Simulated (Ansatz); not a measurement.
## B2H5 (charge -1), SMILES B[BH3-]: a geometry optimisation, step by step

With the Python package of Ansatz (0.2.0).

Notebook, run cell by cell (the value of a cell's last expression is shown):

```python
import ansatz as az
import numpy as np

b2h5 = (
    az.Crystal.molecule()
    .atom('B', (0.9476, 0.1068, 0.0053))
    .atom('B', (-0.7081, -0.0806, -0.0041))
    .atom('H', (1.6509, -0.8325, -0.1297))
    .atom('H', (1.4188, 1.1805, 0.1472))
    .atom('H', (-1.1557, 0.2965, 1.0332))
    .atom('H', (-0.979, -1.2303, -0.1583))
    .atom('H', (-1.1745, 0.5594, -0.8937))
)
```

```python
calculation = b2h5.calculation().basis(gaussian='6-31G*').functional('r2SCAN', dispersion='d3bj').charge(-1)
symbols = [site.symbol for site in b2h5.cartesian_sites]
start = np.array([site.position_ang for site in b2h5.cartesian_sites], dtype=float)
def progress(event):
    if event['event'] == 'relax_step':
        row = event['data']
        print(f'step {row["step"]:3d}  E = {row["lagrangian_ev"]:.6f} eV  largest force component {row["allowed_force_max_ev_ang"]:.4f} eV/A')


r = calculation.relax(force_tolerance=0.005).session().plan().execute(on_event=progress).report
end = np.array(r['positions_ang'])
```

    DeckWarning: the engine holds no damping parameters fitted to this dispersion correction and functional, so the run takes those fitted to r2scan beside the three-body term, which d3bj leaves out (hamiltonian.dispersion, under Limitations)
    step   1  E = -1431.530823 eV  largest force component 1.4929 eV/A
    step   2  E = -1431.759737 eV  largest force component 0.5863 eV/A
    step   3  E = -1431.781575 eV  largest force component 0.0900 eV/A
    step   4  E = -1431.783191 eV  largest force component 0.0324 eV/A
    step   5  E = -1431.783450 eV  largest force component 0.0141 eV/A
    step   6  E = -1431.783459 eV  largest force component 0.0113 eV/A
    step   7  E = -1431.782452 eV  largest force component 0.4481 eV/A
    step   8  E = -1431.782805 eV  largest force component 0.0733 eV/A
    step   9  E = -1431.783535 eV  largest force component 0.0157 eV/A
    step  10  E = -1431.785131 eV  largest force component 0.2140 eV/A
    step  11  E = -1431.785929 eV  largest force component 0.5049 eV/A
    step  12  E = -1431.855391 eV  largest force component 0.3137 eV/A
    step  13  E = -1431.927841 eV  largest force component 0.4730 eV/A
    step  14  E = -1432.058511 eV  largest force component 0.7137 eV/A
    step  15  E = -1432.214836 eV  largest force component 0.4173 eV/A
    step  16  E = -1432.080493 eV  largest force component 1.7250 eV/A
    step  17  E = -1432.221809 eV  largest force component 0.3237 eV/A
    step  18  E = -1432.244522 eV  largest force component 0.1371 eV/A
    step  19  E = -1432.244281 eV  largest force component 0.3137 eV/A
    step  20  E = -1432.246487 eV  largest force component 0.0464 eV/A
    step  21  E = -1432.246949 eV  largest force component 0.0085 eV/A
    step  22  E = -1432.246954 eV  largest force component 0.0007 eV/A

```python
for key in ('converged', 'free_energy_ev', 'reference_energy_ev', 'n_frozen', 'n_occupied', 'n_virtual'):
    print(f'{key:22s} {r[key]}')
```

    converged              True
    free_energy_ev         -1432.246960172706
    reference_energy_ev    -1432.2270971821222
    n_frozen               0
    n_occupied             [8, 8]
    n_virtual              [32, 32]

```python
print('final positions (A) and the move of each atom')
for symbol, xyz, old in zip(symbols, end, start):
    print(f'{symbol:2s} {xyz[0]:10.5f} {xyz[1]:10.5f} {xyz[2]:10.5f}   {np.linalg.norm(xyz - old):7.4f}')
```

    final positions (A) and the move of each atom
    B     0.82811    0.10778    0.00076    0.1196
    B    -0.71039   -0.27510    0.34217    0.3972
    H     1.55872   -0.60715   -0.67846    0.6004
    H     1.32321    1.19513    0.28145    0.1655
    H    -1.48141    0.49730    0.90365    0.4040
    H    -1.24585   -1.30517   -0.05595    0.2954
    H    -0.27239    0.38701   -0.79372    0.9239

```python
charges = r['charge_distribution']
print('dipole moment', round(4.803205 * float(np.linalg.norm(charges['dipole_moment_e_ang'])), 3), 'D')
print('Mulliken:', [(s, round(q, 3)) for s, q in zip(symbols, charges['mulliken_charges_e'])])
```

    dipole moment 0.668 D
    Mulliken: [('B', -0.164), ('B', -0.164), ('H', -0.16), ('H', -0.16), ('H', -0.16), ('H', -0.16), ('H', -0.03)]

Total energies depend on the basis set; only differences at equal settings carry meaning. Warnings are shown shortened and without file and line. The end point is the stationary point reached from this start; no frequency run checks that it is a minimum, and the basis set is modest. An ion's dipole depends on the origin; the program takes it about the centre of nuclear charge. Total less reference energy is the dispersion correction. The bonding changed during the relaxation, so the end is another isomer than the start names. Anions want diffuse functions, which this basis lacks. A dispersion term here runs with damping parameters fitted for another variant or functional. The whole script took 44 s on 1 thread of Intel(R) Xeon(R) Platinum 8259CL CPU @ 2.50GHz (Skylake/Cascade Lake) (shared host), peak memory 0.18 GiB.
